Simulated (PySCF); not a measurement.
# Functional benchmark on one molecule

Molecule: SMILES O, H2O.

Geometry:
```tsv
atom	x (Å)	y (Å)	z (Å)
O1	-0.041	0.397	0.000
H2	-0.730	-0.276	0.000
H3	0.771	-0.120	0.000
```

Geometry PBE0-D3(BJ)/def2-SVP throughout; GIAO in PySCF, gas phase, one conformer, non-relativistic; equivalent atoms averaged; basis pcSseg-2.

Reference values (HF/multiwavelet basis limit; gas (isolated, no vibration); Jensen, Fla, Jonsson, Monstad, Ruud, Frediani, PCCP 2016, 18, 21145): σ(O1) = 327.8 ppm, σ(H2/H3) = 30.51 ppm.

Q: How do the functionals HF, LDA, PBE, BLYP, BP86, OPBE, KT2, KT3, B97-D, B3LYP, PBE0, mPW1PW91, WP04, B97-2, BHandHLYP, CAM-B3LYP, wB97X-D, LC-wPBE perform against the reference? Times are CPU seconds on shared hosts with different chips, so compare them loosely.

A: 
```
functional                    kind     O1  H2/H3  abs. error O  abs. error H  core-s
        HF            Hartree–Fock  326.3  30.45           1.5          0.06    0.18
       LDA                     LDA  334.4  30.69           6.6          0.18    0.51
       PBE                     GGA  327.9  31.18           0.1          0.67    0.68
      BLYP                     GGA  325.2  31.25           2.6          0.74    0.67
      BP86                     GGA  326.1  31.22           1.7          0.71    0.67
      OPBE                     GGA  329.2  31.22           1.4          0.71    0.65
       KT2                     GGA  324.3  31.23           3.5          0.72    0.68
       KT3                     GGA  323.8  31.32           4.0          0.81    0.67
     B97-D                     GGA  325.2  31.24           2.6          0.73    0.67
     B3LYP           global hybrid  325.8  31.00           2.0          0.49    0.52
      PBE0           global hybrid  328.1  30.91           0.3          0.40     0.5
  mPW1PW91           global hybrid  327.1  30.94           0.7          0.43    0.51
      WP04           global hybrid  314.1  30.99          13.7          0.48     1.6
     B97-2           global hybrid  326.2  31.02           1.6          0.51     1.3
 BHandHLYP           global hybrid  326.6  30.69           1.2          0.18     1.3
 CAM-B3LYP  range-separated hybrid  329.8  30.79           2.0          0.28     1.5
   wB97X-D  range-separated hybrid  326.8  30.93           1.0          0.42       1
   LC-wPBE  range-separated hybrid  332.6  30.82           4.8          0.31     1.9
```

For 17O the closest is PBE (0.1 ppm, with PBE0 practically level) and the furthest WP04 (13.7 ppm).

For 1H the closest is HF (0.06 ppm) and the furthest KT3 (0.81 ppm). One molecule is a small sample, and the reference may use another geometry.
